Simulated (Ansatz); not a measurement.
A geometry relaxed with r2SCAN-D4/def2-SVP run with Ansatz (an electronic-structure program), charge 0, multiplicity 2:

```xyz
3

H     -0.7986    -0.2204     0.0000
H      0.7990    -0.2191     0.0000
N     -0.0004     0.4395     0.0000
```

### Question
Write the SMILES of this molecule.

### Answer
`[NH2]`
